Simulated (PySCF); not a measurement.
Atoms are numbered as in `[cH:1]1[cH:2][cH:3][c:4]2[n:5][c:6]3[cH:7][cH:8][cH:9][cH:10][c:11]3[n:12][c:13]2[cH:14]1`. Each H is labelled by its parent atom.

PySCF calculation with shielding tensors at HF/pcSseg-1 (GIAO) and geometry: PBE0-D3(BJ)/def2-SVP; gas phase, one conformer, relativity neglected, one averaged value for each set of equivalent atoms.

Referencing at the same level of theory: $^{13}$C (190.85 ppm), $^{1}$H (31.69 ppm) against TMS; $^{15}$N (265.72 ppm) vs NH3.

| atoms | nucleus | count | δ (ppm) |
| --- | --- | --- | --- |
| C4/C6/C11/C13 | $^{13}$C | 4 | 150.2 |
| C3/C7/C10/C14 | $^{13}$C | 4 | 137.8 |
| C1/C2/C8/C9 | $^{13}$C | 4 | 136.2 |
| N5/N12 | $^{15}$N | 2 | 387.9 |
| H(C1)/H(C2)/H(C8)/H(C9) | $^{1}$H | 4 | ? |
| H(C3)/H(C7)/H(C10)/H(C14) | $^{1}$H | 4 | ? |

Question: Complete the table.

Answer: 
- H(C3)/H(C7)/H(C10)/H(C14): 8.78 ppm, hydrogen on an aromatic CH; ring-current deshielding
- H(C1)/H(C2)/H(C8)/H(C9): 8.00 ppm, hydrogen on an aromatic CH; the ring current deshields protons in the ring plane

Shifts are as computed. Against solution values, carbons near 30 ppm lie about -0 ppm off and those near 130 ppm about +7 ppm (rms about the fit 1.9 ppm; single classes can miss by 10 ppm). Of 1328 compounds with measured shifts, 309 miss one by over three times the rms of a fit or turn the order of signals round; such compounds aren't used in these exercises. Signals without a measured value on file couldn't be tested in this way. Experimental scales use liquid or dissolved standards, which lie at an offset from isolated NH3 (liquid NH3: subtract about 20 ppm). Unscaled 15N shifts of sp2 nitrogen often come out too high even then, by a few to some tens of ppm.
